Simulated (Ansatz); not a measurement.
**AlBH (doublet): geometry optimisation**

Where does this start of AlBH (doublet) end when it is relaxed?

The runs use Ansatz 0.2.0, Gaussian basis; UKS PBE0/def2-TZVP.

### 1 Where the work starts

3 atoms, charge 0, spin multiplicity 2.

Atoms are counted from 1 here; the program's logs count them from 0.

Bond lengths: B1–Al2 1.906 Å, Al2–H3 1.520 Å. Angles: B1–Al2–H3 126.9°.

The start was built by rule and, where that kept it together, relaxed with GFN2-xTB. Sticks and bond lists go by distance. 

### 2 Relaxation

Input file in.yaml:

```yaml
crystal:
  periodic: [false, false, false]
  atoms:
    - {symbol: B, position_ang: [-1.398982, -0.031589, 0.000000]}
    - {symbol: Al, position_ang: [0.507518, -0.031589, 0.000000]}
    - {symbol: H, position_ang: [1.419518, 1.184411, 0.000000]}
basis:
  gaussian: {orbitals: def2-TZVP}
magnetization: {spin_polarized: true, initial_magnetization: 1}
hamiltonian: {xc: pbe0}
relax: {f_tol: 0.004, max_steps: 80}
```

Started as:

```bash
> ansatz run in.yaml --threads 1 --pin off --events-out ev --progress --plain --max-ram 1740MiB
```

What does the calculation give? Wanted: energy gained; shift from the start; total energy; dipole moment; ⟨S²⟩.

The runs gave:

```
                  quantity          value
                     steps              6
             energy gained       0.203 eV
shift from the start (rms)        0.093 Å
              total energy  -7279.9982 eV
             dipole moment         1.46 D
                      ⟨S²⟩          1.428
```

What this shows: The bonds of the start are those of the end. B1–Al2 went from 1.906 to 2.077 Å. The determinant is spin-contaminated (excess 0.68). No vibrations were run, so this is a stationary point, not a proven minimum, and this spin need not be the ground state's.
